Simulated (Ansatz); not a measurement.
## Worked example: the enthalpy of formation of CH3BO (Borane carbonyl)

The species is CH3BO (6 atoms), meant as a singlet with charge 0. As SMILES, `[BH3-]C#[O+]`. The coordinates come from a PBE0-D4/def2-TZVP relaxation.

Total energies at B3LYP/6-31G* (spherical functions) (Ansatz 0.2.0); the atoms run unrestricted:

```
species    state  energy (Eh)
  CH3BO  singlet  -139.967890
      B  doublet   -24.653835
      C  triplet   -37.844694
      O  triplet   -75.059404
      H  doublet    -0.500273
```

Harmonic wavenumbers at PBE0-D4/def2-TZVP, in cm⁻¹: 299, 299, 782, 811, 811, 1084, 1101, 1101, 2246, 2470, 2551, 2551.

Measured heats of formation of the gaseous atoms at 298.15 K, in kJ/mol: B 570.3, C 716.9, O 249.2, H 218.0. Spin-orbit lowering of the atoms at 298 K (mean of the ground term's levels less their thermal mean, from spectra), in kJ/mol: B 0.00, C 0.02, O 0.40. Take 1 Eh = 2625.50 kJ/mol, 1 cm⁻¹ = 0.0119627 kJ/mol, RT = 2.479 kJ/mol.

Work out the heat of formation of the gas at 298 K.


1. Electronic atomisation energy: (-24.653835) + (-37.844694) + (-75.059404) + 3 × (-0.500273) − (-139.967890) = 0.909138 Eh = 2386.9 kJ/mol.
2. Zero-point energy: half the sum of the wavenumbers, 8053 cm⁻¹ = 96.3 kJ/mol.
3. Thermal vibrational enthalpy, Σ hcν̃/(exp(hcν̃/kT) − 1): 3.0 kJ/mol. Translation, rotation and pV of a non-linear molecule: 4 RT = 9.9 kJ/mol.
4. The 6 free atoms carry 5/2 RT each: 37.2 kJ/mol.
5. Spin-orbit coupling lowers the free atoms by 0.00 + 0.02 + 0.40 = 0.4 kJ/mol.
6. Atomisation enthalpy at 298 K: 2386.9 − 0.4 − 96.3 − 3.0 − 9.9 + 37.2 = 2314.5 kJ/mol.
7. Sum of the atoms' heats of formation: 2190.4 kJ/mol. Heat of formation: 2190.4 − 2314.5 = -124.1 kJ/mol.

No measured value is set beside it here. Anharmonicity and any spin-orbit splitting of the molecule are left out.
